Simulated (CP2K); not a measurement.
# Si3H8 (trisilane): r2SCAN/TZV2P-MOLOPT-SCAN-GTH (core potential)

Aim: the energy change on altering one bond length of Si3H8 (trisilane) at r2SCAN/TZV2P-MOLOPT-SCAN-GTH (core potential), from 2 runs. 

The calculation is run with CP2K 2026.2.

## (1) The structure to begin with

The species is Si3H8 (11 atoms), meant as a singlet with charge 0. As SMILES, `[SiH3][SiH2][SiH3]`. The shape is that of a PBE0-D4/def2-TZVP optimisation.

Bond lengths: Si1–Si2 2.338 Å, Si2–Si3 2.338 Å, Si1–H4 1.488 Å, Si1–H5 1.488 Å, Si1–H6 1.488 Å, Si2–H7 1.490 Å, Si2–H8 1.490 Å, Si3–H9 1.488 Å, Si3–H10 1.488 Å, Si3–H11 1.488 Å. Some angles: Si1–Si2–Si3 110.4°, Si1–Si2–H7 109.6°, Si1–Si2–H8 109.6°, Si3–Si2–H7 109.6°, Si3–Si2–H8 109.6°, Si2–Si1–H4 111.2°, Si2–Si1–H5 109.8°, Si2–Si1–H6 109.8°, Si2–Si3–H9 109.8°, Si2–Si3–H10 109.8°.

## (2) The energy at r2SCAN/TZV2P-MOLOPT-SCAN-GTH (core potential)

job.inp reads:

```
&FORCE_EVAL
   METHOD QUICKSTEP
   &DFT
      BASIS_SET_FILE_NAME BASIS_MOLOPT_UZH
      POTENTIAL_FILE_NAME POTENTIAL_UZH
      &QS
         METHOD GPW
         EPS_DEFAULT 1.0E-10
      &END QS
      &MGRID
         CUTOFF 550
         REL_CUTOFF 50
         NGRIDS 4
      &END MGRID
      &POISSON
         PERIODIC NONE
         POISSON_SOLVER MULTIPOLE
      &END POISSON
      &SCF
         SCF_GUESS ATOMIC
         EPS_SCF 1.0E-06
         MAX_SCF 100
         ADDED_MOS 10
         &DIAGONALIZATION
            ALGORITHM STANDARD
         &END DIAGONALIZATION
         &MIXING
            METHOD DIRECT_P_MIXING
            ALPHA 0.4
         &END MIXING
      &END SCF
      &XC
         &XC_FUNCTIONAL
            &MGGA_X_R2SCAN
            &END MGGA_X_R2SCAN
            &MGGA_C_R2SCAN
            &END MGGA_C_R2SCAN
         &END XC_FUNCTIONAL
      &END XC
      &PRINT
         &MOMENTS
            PERIODIC F
            REFERENCE COM
            MAX_MOMENT 1
         &END MOMENTS
         &MO ON
            ENERGIES T
            OCCUPATION_NUMBERS T
            NDIGITS 6
            &EACH
               QS_SCF 0
            &END EACH
            ADD_LAST NUMERIC
         &END MO
         &HIRSHFELD OFF
         &END HIRSHFELD
      &END PRINT
   &END DFT
   &SUBSYS
      &CELL
         ABC 12.2 11.3 10.7
         PERIODIC NONE
      &END CELL
      &COORD
         Si    -1.292570     1.366730    -0.525270
         Si    -0.462570    -0.807300    -0.296320
         Si     1.631930    -0.774400     0.742750
         H     -2.625850     1.367720    -1.185120
         H     -0.354030     2.180440    -1.344070
         H     -1.422540     2.000090     0.814640
         H     -0.343400    -1.440160    -1.640160
         H     -1.410380    -1.620800     0.516390
         H      1.515950    -0.154940     2.090430
         H      2.583820     0.031780    -0.068050
         H      2.179610    -2.149160     0.894770
      &END COORD
      &TOPOLOGY
         &CENTER_COORDINATES
         &END CENTER_COORDINATES
      &END TOPOLOGY
      &KIND Si
         BASIS_SET TZV2P-MOLOPT-SCAN-GTH-q4
         POTENTIAL GTH-SCAN-q4
      &END KIND
      &KIND H
         BASIS_SET TZV2P-MOLOPT-SCAN-GTH-q1
         POTENTIAL GTH-SCAN-q1
      &END KIND
   &END SUBSYS
&END FORCE_EVAL

&GLOBAL
   PROJECT job
   RUN_TYPE ENERGY
   PRINT_LEVEL MEDIUM
&END GLOBAL
```

Launch:

```console
$ OMP_NUM_THREADS=1 cp2k.psmp job.inp > job.out
```

Standard output, shortened:

```text
CP2K| version string:                                       CP2K version 2026.2
[...]
 GLOBAL| Method name                                                        CP2K
[...]
 GLOBAL| Run type                                                         ENERGY
[...]
 DFT| Spin restricted Kohn-Sham (RKS) calculation                            RKS
 DFT| Multiplicity                                                             1
[...]
 DFT| Charge                                                                   0
[...]
 FUNCTIONAL| MGGA_X_R2SCAN:
[...]
 FUNCTIONAL| MGGA_C_R2SCAN:
[...]
 QS| Method:                                                                 GPW
[...]
 QS| Density cutoff [a.u.]:                                                275.0
[...]
 QS| Relative density cutoff [a.u.]:                                        25.0
[...]
                             - Atoms:                                         11
[...]
                             - Spherical basis functions:                    199
[...]
 Number of electrons:                                                         20
[...]
     1 P_Mix/Diag. 0.40E+00    4.8     1.15718966       -15.7770898096 -1.58E+01
[...]
    12 DIIS/Diag.  0.69E-06    5.5     0.00000068       -16.4975660763 -9.79E-11
  *** SCF run converged in    12 steps ***
[...]
  Overlap energy of the core charge distribution:               0.00000007525646
  Self energy of the core charge distribution:                -41.92471836722697
  Core Hamiltonian energy:                                     10.35808471780484
  Hartree energy:                                              21.44446066552277
  Exchange-correlation energy:                                 -6.37539316761651
  Total energy:                                               -16.49756607625941
[...]
                     Mulliken Population Analysis
 #  Atom  Element  Kind  Atomic population                           Net charge
       1     Si       1          3.749976                              0.250024
       2     Si       1          3.868956                              0.131044
       3     Si       1          3.749981                              0.250019
       4     H        2          1.077301                             -0.077301
       5     H        2          1.072232                             -0.072232
       6     H        2          1.072155                             -0.072155
       7     H        2          1.093981                             -0.093981
       8     H        2          1.093971                             -0.093971
       9     H        2          1.072017                             -0.072017
      10     H        2          1.072225                             -0.072225
      11     H        2          1.077207                             -0.077207
 # Total charge                             20.000000                 -0.000000
[...]
  Dipole moment [Debye]
    X= -0.2076419E-01 Y= -0.4059341E-01 Z= -0.1062907E-01  Total=      0.0468183
 ENERGY| Total FORCE_EVAL ( QS ) energy [hartree]            -16.497566076259410
[...]
```

Run time: 71 s. Hardware: 1 thread of Arm Neoverse V1, shared host; peak memory 1.8 GiB.

## (3) The distorted shape

molecule.xyz reads:

```xyz
11

Si    -1.417083     1.692868    -0.559616
Si    -0.462570    -0.807300    -0.296320
Si     1.631930    -0.774400     0.742750
H     -2.750363     1.693858    -1.219466
H     -0.478543     2.506578    -1.378416
H     -1.547053     2.326228     0.780294
H     -0.343400    -1.440160    -1.640160
H     -1.410380    -1.620800     0.516390
H      1.515950    -0.154940     2.090430
H      2.583820     0.031780    -0.068050
H      2.179610    -2.149160     0.894770
```

mol.inp reads:

```
&GLOBAL
  PROJECT mol
  RUN_TYPE ENERGY
  PRINT_LEVEL MEDIUM
&END
&FORCE_EVAL
  METHOD Quickstep
  &DFT
    BASIS_SET_FILE_NAME BASIS_MOLOPT_UZH
    POTENTIAL_FILE_NAME POTENTIAL_UZH
    &QS
      METHOD GPW
      EPS_DEFAULT 1.0E-10
    &END
    &MGRID
      CUTOFF 550
      REL_CUTOFF 50
      NGRIDS 4
    &END
    &POISSON
      PERIODIC NONE
      POISSON_SOLVER MULTIPOLE
    &END
    &SCF
      SCF_GUESS ATOMIC
      EPS_SCF 1.0E-06
      MAX_SCF 150
      ADDED_MOS 10
      &DIAGONALIZATION
        ALGORITHM STANDARD
      &END
      &MIXING
        METHOD DIRECT_P_MIXING
        ALPHA 0.4
      &END
    &END
    &XC
      &XC_FUNCTIONAL
        &MGGA_X_R2SCAN
        &END
        &MGGA_C_R2SCAN
        &END
      &END
    &END
    &PRINT
      &MOMENTS
        PERIODIC F
        REFERENCE COM
        MAX_MOMENT 1
      &END
      &MO ON
        ENERGIES T
        OCCUPATION_NUMBERS T
        NDIGITS 6
        &EACH
          QS_SCF 0
        &END
        ADD_LAST NUMERIC
      &END
      &HIRSHFELD OFF
      &END
    &END
  &END
  &SUBSYS
    &CELL
      ABC 12.3 11.7 10.7
      PERIODIC NONE
    &END
    &TOPOLOGY
      COORD_FILE_NAME molecule.xyz
      COORD_FILE_FORMAT XYZ
      &CENTER_COORDINATES
      &END
    &END
    &KIND Si
      BASIS_SET TZV2P-MOLOPT-SCAN-GTH-q4
      POTENTIAL GTH-SCAN-q4
    &END
    &KIND H
      BASIS_SET TZV2P-MOLOPT-SCAN-GTH-q1
      POTENTIAL GTH-SCAN-q1
    &END
  &END
&END
```

Launch:

```console
$ OMP_NUM_THREADS=1 cp2k.psmp -i mol.inp > mol.out 2>&1
```

Standard output, shortened:

```text
CP2K| version string:                                       CP2K version 2026.2
[...]
 GLOBAL| Method name                                                        CP2K
[...]
 GLOBAL| Run type                                                         ENERGY
[...]
 DFT| Spin restricted Kohn-Sham (RKS) calculation                            RKS
 DFT| Multiplicity                                                             1
[...]
 DFT| Charge                                                                   0
[...]
 FUNCTIONAL| MGGA_X_R2SCAN:
[...]
 FUNCTIONAL| MGGA_C_R2SCAN:
[...]
 QS| Method:                                                                 GPW
[...]
 QS| Density cutoff [a.u.]:                                                275.0
[...]
 QS| Relative density cutoff [a.u.]:                                        25.0
[...]
                             - Atoms:                                         11
[...]
                             - Spherical basis functions:                    199
[...]
 Number of electrons:                                                         20
[...]
     1 P_Mix/Diag. 0.40E+00    5.4     1.15739318       -15.7194809062 -1.57E+01
[...]
    12 DIIS/Diag.  0.60E-06    6.2     0.00000050       -16.4804817822 -1.32E-11
  *** SCF run converged in    12 steps ***
[...]
  Overlap energy of the core charge distribution:               0.00000007525117
  Self energy of the core charge distribution:                -41.92471836722697
  Core Hamiltonian energy:                                     10.22909736875734
  Hartree energy:                                              21.53900331795817
  Exchange-correlation energy:                                 -6.32386417691360
  Total energy:                                               -16.48048178217390
[...]
  Dipole moment [Debye]
    X= -0.1938213E-01 Y= -0.4854522E-02 Z= -0.6015607E-02  Total=      0.0208667
 ENERGY| Total FORCE_EVAL ( QS ) energy [hartree]            -16.480481782173904
[...]
```

Run time: 79 s. Hardware: 1 thread of Arm Neoverse V1, shared host; peak memory 2 GiB.

## (4) Results

Level: r2SCAN/TZV2P-MOLOPT-SCAN-GTH (core potential).

```
                                                           quantity         value
                                          first shape: total energy  -16.49757 Eh
                                         first shape: dipole moment        0.05 D
                                           first shape: HOMO energy      -7.23 eV
                                           first shape: LUMO energy      -0.66 eV
                                         first shape: HOMO–LUMO gap       6.57 eV
                                      distorted shape: total energy  -16.48048 Eh
                                     distorted shape: dipole moment        0.02 D
                                       distorted shape: HOMO energy      -6.87 eV
                                       distorted shape: LUMO energy      -1.32 eV
                                     distorted shape: HOMO–LUMO gap       5.55 eV
energy change with the Si1–Si2 bond stretched from 2.338 to 2.689 Å      0.465 eV
```

What this shows: With the Si1–Si2 bond stretched from 2.338 to 2.689 Å the energy rises by 0.46 eV (10.7 kcal/mol). The first shape isn't relaxed at this level, so the change isn't measured from a minimum.
